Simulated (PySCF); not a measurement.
Geometry:
```csv
atom,x (Å),y (Å),z (Å)
Cl1,-1.969,1.406,0.416
Si2,-0.308,0.222,0.444
Cl3,1.374,1.372,0.367
H4,-0.297,-0.538,1.708
H5,-0.336,-0.649,-0.747
```

Geometry: PBE0-D3(BJ)/def2-TZVP; GIAO shifts from PySCF, gas phase, non-relativistic, averaged over equivalent atoms.

At B97-2/pcSseg-2 (157 basis functions, 9 s wall time on 1 thread of an Intel Xeon Platinum 8259CL, shared host):
```tsv
atoms	δ (ppm)
Cl1/Cl3	39.2
Si2	-4.7
H4/H5	5.87
```

Referencing at the same level of theory: $^{35}$Cl (941.52 ppm) vs HCl; TMS for $^{29}$Si (348.46 ppm), $^{1}$H (31.64 ppm).

Problem. Estimate the result of repeating the calculation with KT3/pcSseg-2.

Solution. 
```json
{"atoms": "Cl1/Cl3", "δ at KT3/pcSseg-2": "52.9", "change": "+13.7"}
{"atoms": "Si2", "δ at KT3/pcSseg-2": "-5.2", "change": "-0.5"}
{"atoms": "H4/H5", "δ at KT3/pcSseg-2": "5.95", "change": "+0.08"}
```

References, each an isolated molecule treated in the same way: $^{35}$Cl (σref 942.39) vs HCl; $^{29}$Si (σref 359.36) and $^{1}$H (σref 31.63) against TMS.

The largest change is at Cl1/Cl3 (chlorine bonded to Si). Cost: 157 basis functions, 13 s wall time on 1 thread of an Intel Xeon Platinum 8259CL, shared host.
